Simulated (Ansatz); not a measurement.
in.yaml

```yaml
crystal:
  periodic: [false, false, false]
  atoms:
    - {symbol: C, position_ang: [0.000000, 0.000000, 0.199640]}
    - {symbol: Be, position_ang: [0.000000, 0.000000, -1.593477]}
    - {symbol: H, position_ang: [0.000000, 0.000000, 1.393837]}
basis:
  gaussian: {orbitals: 6-31G}
magnetization: {spin_polarized: false, initial_magnetization: 1}
correlation: {active_space: {window: {electrons: 1, orbitals: 2}}}
output: {forces: true}
```

```sh
$ ansatz run in.yaml --threads 1 --pin off --events-out ev --progress --plain --max-ram 2393MiB
```

(1) Roughly how long does this take on 1 thread of Arm Neoverse V2, shared host, and how much host memory?

```
284 factors; integrals over basis functions are off by at most 2.5e-4 eV
mean field evaluation 1: about -1434.2307 eV, gradient 2.1e1 eV
mean field evaluation 2: about -1434.2311 eV, gradient 2.1e1 eV
mean field evaluation 4: about -1437.3237 eV, gradient 1.2e1 eV
mean field evaluation 8: about -1438.2183 eV, gradient 2.4e-1 eV
mean field evaluation 16: about -1436.7134 eV, gradient 4.1e-1 eV
mean field evaluation 32: about -1438.2187 eV, gradient 6.6e-7 eV
mean field evaluation 64: about -1436.7354 eV, gradient 2.6e0 eV
mean field evaluation 96: about -1434.2315 eV, gradient 2.1e1 eV
mean field -1438.21871360 eV, -52.8535628652 hartree, gradient 5.3e-6 eV, S^2 0.750000; 6 other end points of the search recorded, 0 dependent functions left out
reference -1438.21871360 eV, -52.8535628652 hartree; 6, 5 occupied and 14, 15 virtual orbitals, 284 factors
state -1438.21871360 eV, -52.8535628652 hartree
the calculation of the forces begins
Total energy: -1438.21871360 eV, -52.8535628652 hartree
Atom 0 at     0.000000     0.000000     0.199640 Å, force     0.000000    -0.000000     0.826817 eV/Å
Atom 1 at     0.000000     0.000000    -1.593477 Å, force    -0.000000     0.000000     2.559339 eV/Å
Atom 2 at     0.000000     0.000000     1.393837 Å, force     0.000000     0.000000    -3.386156 eV/Å
Dipole moment:     0.000000     0.000000     0.087966 e Å
```

The active space holds one configuration alone, so it describes no static correlation.

Natural occupations: 1.0000 0.0000.

Forces (eV/Å):
```
C    0.000  0.000  0.827
Be   0.000  0.000  2.559
H    0.000  0.000 -3.386
```

## Answers

(1) 0.33 s wall and 0.14 GiB.
